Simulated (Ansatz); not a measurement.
Correlation energies of C4H6O, SMILES `C=C=COC` by basis set

| atom | x (Å) | y (Å) | z (Å) |
| --- | --- | --- | --- |
| C1 | -1.701 | 1.155 | 0.181 |
| C2 | -0.996 | 0.181 | -0.318 |
| C3 | -0.332 | -0.811 | -0.852 |
| O4 | 0.938 | -1.189 | -0.573 |
| C5 | 1.590 | -0.410 | 0.404 |
| H6 | -2.324 | 1.016 | 1.061 |
| H7 | -1.696 | 2.148 | -0.262 |
| H8 | -0.781 | -1.445 | -1.609 |
| H9 | 2.588 | -0.828 | 0.521 |
| H10 | 1.054 | -0.452 | 1.359 |
| H11 | 1.659 | 0.636 | 0.088 |

Charge 0, multiplicity 1. The structure was optimised at the PBE0-D4/def2-TZVP level. It is one conformer, not always the lowest. Frozen core, restricted reference, Ansatz. CBS rows extrapolate triple and quadruple zeta; past MP2 they add the triple-zeta difference.

```tsv
basis	HF (Eh)	MP2 corr.
def2-TZVPP	-229.83181	-0.88069
def2-QZVPP	-229.84220	-0.94071
```

Estimate the CCSD correlation energy and the (T) correction in each basis where they were run (hartree).


```csv
basis,CCSD corr.,(T)
def2-TZVPP,-0.91501,-0.04114
CBS(def2),-1.01950,as TZ
```
